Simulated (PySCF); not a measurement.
Ligands exchanged one at a time, C H-NH2. Isolated molecules, 0 K electronic values unless said otherwise. One relaxed conformer stands for each flexible species; it need not be the lowest. Strings in code marks are SMILES.

These are PySCF with r2SCAN-D4/def2-TZVP values and carry that method's errors. All candidates: neutral, multiplicity 1. Delta-SCF ions had no search for a lower state. 

```
Property                                   Value
--------------------------------------  --------
vertical ionisation energy (Delta-SCF)  14.00 eV
HOMO                                    -9.81 eV
HOMO–LUMO gap                           11.78 eV
```

Problem. Identify which member has these values.
A. `CN`
B. `C`
C. `NCN`

Solution. B, `C`. The others give `CN`: 9.45 eV, -5.62 eV, 6.82 eV; `NCN`: 8.80 eV, -5.41 eV, 6.23 eV
